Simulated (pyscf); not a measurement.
A first-order saddle from PySCF, ωB97X-D3(BJ)/def2-SVP:

```
C
N 1 1.1909
H 1 1.0876 2 153.08
H 2 1.1723 1 97.87 3 179.99
C 4 1.6047 2 126.27 1 0.00
C 5 1.2420 4 127.69 2 0.01
H 6 1.0792 5 173.44 4 180.00
```
Charge 0, spin multiplicity 1.

Surface: singlet, charge 0. Lowest wavenumbers (cm⁻¹): 1635i, 143, 316, 410, 613.

### Question
Name the species on either side of this saddle.

### Answer
hydrogen cyanide (HC≡N) + acetylene (HC≡CH) ⇌ :C=CH–CH=NH [singlet], an addition across a multiple bond or ene-type step read from left to right: C–H broken and C–C, H–N formed. At CCSD(T)/def2-TZVPP + ΔMP2(QZVPP) it lies +348.6 kJ/mol from the left side and +193.8 kJ/mol from the right (each side as separated species at their lowest minima found). :C=CH–CH=NH [singlet] lies 329.0 kJ/mol over its isomer H₂C=CH–C≡N, and others may lie lower still (electronic energy, ωB97M-D3(BJ)). One saddle was located; it need not be the lowest between these sides. The CCSD(T) − MP2 part came from Ansatz, without density fitting, on the same reference.
